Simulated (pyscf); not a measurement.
PySCF, gas phase, ωB97X-D3(BJ)/def2-SVP geometries.

**Question.** Cl–SiH•–Cl (SMILES Cl[SiH]Cl) + H₂O (SMILES O) -> HO–Si•(Cl)–Cl (SMILES O[Si](Cl)Cl) + H₂ (SMILES [H][H])
Surface: doublet. Broken: H–Si, H–O. Formed: O–Si, H–H. Give ΔE‡ and ΔE from ωB97M-D3(BJ)/def2-TZVP, relative to the separated reactants.

**Answer.** ΔE‡ = 23.0 kcal/mol, ΔE = -19.6 kcal/mol. Zero-point energy shifts the barrier by -1.7 kcal/mol. It is a four-centre exchange, with an imaginary mode of 1418i cm⁻¹. One saddle was located; it need not be the lowest between these sides.
